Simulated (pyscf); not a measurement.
Cl–GaH–Cl (SMILES [Cl][GaH][Cl]) + NH₃ (SMILES N) → H₂N–Ga(Cl)–Cl (SMILES [NH2][Ga]([Cl])[Cl]) + H₂ (SMILES [H][H]), a four-centre exchange (singlet surface; Ga–H, H–N broken, Ga–N, H–H formed). Structures and frequencies: ωB97X-D3(BJ)/def2-SVP in PySCF. Energies in kcal/mol from the separated reactants.

Small-basis levels: PySCF, no dispersion term, spherical d functions. 

**Question.** Quick HF/STO-3G single points give ΔE‡ = 36.5 kcal/mol and ΔE = -18.4 kcal/mol. What does ωB97M-D3(BJ)/def2-TZVP give, and how far is the quick result from it?

**Answer.** ωB97M-D3(BJ)/def2-TZVP gives ΔE‡ = 19.4 kcal/mol and ΔE = -3.3 kcal/mol. HF/STO-3G lies 17.1 kcal/mol over it in the barrier and 15.1 kcal/mol under it in the reaction energy, so on this step it does not hold to within 3.0 kcal/mol. ωB97M-D3(BJ)/def2-TZVP has limits of its own. On the reactant side the descent ends in an adduct with a Ga–N contact, 31.7 kcal/mol under the separated species and 48.9 kcal/mol under the saddle at ωB97X-D3(BJ)/def2-TZVP. What is counted as formed (Ga–N) is already present as a longer contact in the reactant adduct; forming that adduct is a step of its own. At the saddle there is also a short Ga–H contact that neither side keeps. At ωB97X-D3(BJ) the barrier from the zero used here is 17.1 kcal/mol. One saddle was located; it need not be the lowest between these sides. In the def2 sets elements up to Kr have no core potential.
